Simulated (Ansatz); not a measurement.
# CH3LiS: up Jacob's ladder to CCSD(T)

One table from this session's results is given with a row withheld; the runs are named, their logs left out.

Computed with Ansatz 0.2.0, Gaussian basis. Level: functionals in def2-TZVPP, the program's frozen cores in correlated methods.

Levels to be run: LDA (SPW92), PBE-D4, revPBE-D4, BLYP-D4, r2SCAN-D4, B97M-V, PBE0-D4, B3LYP-D4, r2SCANh-D4, r2SCAN0-D4, HSE06-D4, BHLYP-D4, CAM-B3LYP-D4, LC-ωPBE, ωB97X-V, ωB97M-V, B2PLYP, PBE-QIDH; CCSD(T)/def2-SVP; CCSD(T)/def2-TZVPP; CCSD(T)/def2-QZVPP; extrapolation to the limit; RPA on PBE.

### The geometry

All runs share one geometry, relaxed beforehand with PBE0-D4 in a triple-zeta def2 set.

SMILES `[Li][S]C`, 6 atoms, charge 0, spin multiplicity 1.

Atoms are counted from 1 here; the program's logs count them from 0.

Bond lengths: Li1–S2 2.134 Å, S2–C3 1.823 Å, C3–H4 1.092 Å, C3–H5 1.091 Å, C3–H6 1.092 Å. Angles: Li1–S2–C3 108.6°, S2–C3–H4 112.0°, S2–C3–H5 108.5°, S2–C3–H6 111.8°, H4–C3–H5 107.8°, H4–C3–H6 108.8°, H5–C3–H6 107.8°.

Set-up of the first run:

File in.yaml:

```yaml
crystal:
  periodic: [false, false, false]
  atoms:
    - {symbol: Li, position_ang: [-0.494439, -2.350655, 1.017318]}
    - {symbol: S, position_ang: [-1.086716, -0.738317, -0.248549]}
    - {symbol: C, position_ang: [0.207626, 0.544025, -0.201612]}
    - {symbol: H, position_ang: [1.180827, 0.155201, -0.507012]}
    - {symbol: H, position_ang: [-0.066979, 1.338050, -0.897696]}
    - {symbol: H, position_ang: [0.301781, 0.987697, 0.791251]}
basis:
  gaussian: {orbitals: def2-TZVPP}
hamiltonian: {xc: lda}
output: {orbitals: {seedname: orbitals}}
```

Steps of the session up to this table: LDA; PBE-D4 (GGA); revPBE-D4 (GGA); BLYP-D4 (GGA); r2SCAN-D4 (meta-GGA); B97M-V (meta-GGA); PBE0-D4 (hybrid); B3LYP-D4 (hybrid); r2SCANh-D4 (hybrid); r2SCAN0-D4 (hybrid); HSE06-D4 (hybrid); BHLYP-D4 (hybrid); CAM-B3LYP-D4 (range-separated); LC-ωPBE-D4 (range-separated; the results give it without D4); ωB97X-V (range-separated); ωB97M-V (range-separated); B2PLYP (double hybrid); PBE-QIDH (double hybrid).

One of the session's tables, all rows but one given; the rest of the session is left out.

It belongs to the step «Orbital energies across the functionals». 

| functional | HOMO (eV) | LUMO (eV) | gap (eV) |
| --- | --- | --- | --- |
| LDA (SPW92) | -4.13 | -1.71 | 2.41 |
| PBE-D4 | -4.02 | -1.79 | 2.23 |
| revPBE-D4 | -3.97 | -1.86 | 2.11 |
| BLYP-D4 | -3.89 | -1.86 | 2.03 |
| r2SCAN-D4 | -4.19 | -1.04 | 3.15 |
| B97M-V | ? | ? | ? |
| PBE0-D4 | -5.11 | -1.28 | 3.83 |
| B3LYP-D4 | -4.91 | -1.56 | 3.35 |
| r2SCANh-D4 | -4.60 | -0.95 | 3.66 |
| r2SCAN0-D4 | -5.23 | -0.82 | 4.42 |
| HSE06-D4 | -4.71 | -1.57 | 3.14 |
| BHLYP-D4 | -6.11 | -1.02 | 5.08 |
| CAM-B3LYP-D4 | -6.40 | -0.87 | 5.53 |
| LC-ωPBE | -7.74 | -0.11 | 7.62 |
| ωB97X-V | -7.40 | -0.10 | 7.30 |
| ωB97M-V | -7.28 | -0.72 | 6.56 |

Estimate the missing values for B97M-V.

As computed: HOMO (eV): -4.23; LUMO (eV): -1.66; gap (eV): 2.57. In the column «HOMO (eV)» it lies between r2SCANh-D4 (-4.60) and r2SCAN-D4 (-4.19).
